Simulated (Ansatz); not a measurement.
`C/N=C(/C)F`, relaxed with RKS PBE-D4/def2-SVP in Ansatz 0.2.0 from a rough embedded geometry. The force threshold is 0.03 eV/Å; the program also tests the step.

Charge 0, multiplicity 1.

Start:

```xyz
11

C    -1.130    0.998    0.995
N    -0.311   -0.130    0.799
C     0.221   -0.138   -0.347
C     1.214   -1.185   -0.844
F    -0.007    0.851   -1.245
H    -2.026    1.045    0.303
H    -0.622    1.973    0.949
H    -1.614    0.963    1.988
H     2.053   -1.210   -0.077
H     1.554   -1.004   -1.784
H     0.668   -2.163   -0.737
```

```
         step  energy (eV)  largest force (eV/Å)  largest move (Å)
            1   -7401.0113                 4.982             0.000
            2   -7401.3295                 1.405             0.063
            3   -7401.3744                 0.538             0.064
            4   -7401.3822                 0.205             0.039
            5   -7401.3840                 0.069             0.009
            6   -7401.3842                 0.030             0.003
            7   -7401.3843                 0.008             0.003
            8   -7401.3843                 0.003             0.001
            9   -7401.3843                 0.004             0.002
           10   -7401.3843                 0.023             0.009
11 (rejected)   -7401.3743                 0.618             0.179
           13   -7401.3844                 0.054             0.012
           15   -7401.3848                 0.119             0.025
           17   -7401.3864                 0.077             0.039
19 (rejected)   -7401.3861                 0.431             0.104
           21   -7401.3991                 0.110             0.074
           23   -7401.4172                 0.748             0.163
           25   -7401.4731                 0.687             0.200
           27   -7401.4902                 0.115             0.041
           29   -7401.4908                 0.071             0.004
           30   -7401.4909                 0.009             0.002
```

End:

```xyz
11

C    -1.335    1.003    0.931
N    -0.630   -0.173    0.472
C     0.382   -0.086   -0.276
C     1.180   -1.231   -0.807
F     0.890    1.118   -0.709
H    -2.397    0.937    0.615
H    -0.916    1.969    0.575
H    -1.346    1.008    2.042
H     2.237   -1.147   -0.480
H     1.183   -1.216   -1.916
H     0.753   -2.182   -0.447
```

Run time 22 s (4 threads of an Intel Xeon Platinum 8488C on a shared host); peak host memory 0.16 GiB.
